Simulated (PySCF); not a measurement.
Structure with atom numbers: `[O:1]=[c:2]1[c:3]([F:4])[c:5]1[Cl:6]`.

Geometry: GFN2-xTB; GIAO shifts from PySCF, gas phase, non-relativistic, averaged over equivalent atoms.

At PBE0/pcSseg-1 (109 basis functions, 9.8 s wall time on 1 thread of an Arm Neoverse N1, shared host):
```json
{"atoms": "O1", "δ (ppm)": "295.7"}
{"atoms": "C3", "δ (ppm)": "163.7"}
{"atoms": "C2", "δ (ppm)": "140.2"}
{"atoms": "C5", "δ (ppm)": "130.3"}
{"atoms": "F4", "δ (ppm)": "-67.8"}
```

Shifts are taken against calculated references (same method and geometry level): 17O (σref 336.08) vs H2O; 13C (σref 186.93) vs TMS; 19F (σref 170.95) against CFCl3.

Q: Estimate the result of repeating the calculation with PBE/6-311+G(2d,p).

A: 
```csv
atoms,"δ at PBE/6-311+G(2d,p)",change
O1,271.6,-24.1
C3,158.9,-4.8
C2,136.8,-3.4
C5,125.0,-5.3
F4,-95.6,-27.8
```

Referencing at the same level of theory: 17O (σ = 326.99 ppm) against H2O; TMS for 13C (σ = 185.11 ppm); CFCl3 for 19F (σ = 136.47 ppm).

The largest change is at F4 (fluorine on an unsaturated ring). Cost: 170 basis functions, 27 s wall time on 1 thread of an Arm Neoverse N1, shared host. The order of the carbon signals is the same at both levels.

Carbons that carry Cl, above all several Cl atoms, come out too deshielded, partly because spin–orbit coupling is missing. Unscaled 19F shifts against computed CFCl3 carry errors that often reach 10 to 50 ppm. Unscaled 17O shifts of doubly bonded oxygen tend to come out too high, by tens of ppm or more. Experimental scales use liquid or dissolved standards, which lie at an offset from isolated H2O (liquid H2O: subtract about 36 ppm).
